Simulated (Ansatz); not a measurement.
Isolated molecules relaxed with PBE0-D4/def2-TZVP in Ansatz; ΔE leaves out vibrations. CBS: MP2 limit from def2 TZ/QZ plus the TZ coupled-cluster correction, frozen cores. This one scheme is used for every species. One conformer a species, not always the lowest.

Consider the substitution at a C–C bond: `CC1(F)OCO1` + `C=C=N` → `C=C=NC` + `FC1OCO1`.

```
     species  CCSD(T)/CBS(def2) energy (Eh)
`CC1(F)OCO1`                     -367.27122
     `C=C=N`                     -132.55079
    `C=C=NC`                     -171.80321
   `FC1OCO1`                     -327.99773
```

(1) Work out ΔE.

Largest T1 diagnostic among the species: 0.015.

## Answers

(1) ΔE = (-171.80321) + (-327.99773) − (-367.27122) − (-132.55079) = 0.02107 Eh = +55.3 kJ/mol.

In def2-TZVPP, CCSD(T) changes the Hartree–Fock value by +4.8 kJ/mol (the triples alone add +0.1 kJ/mol) and MP2 by +3.6 kJ/mol.
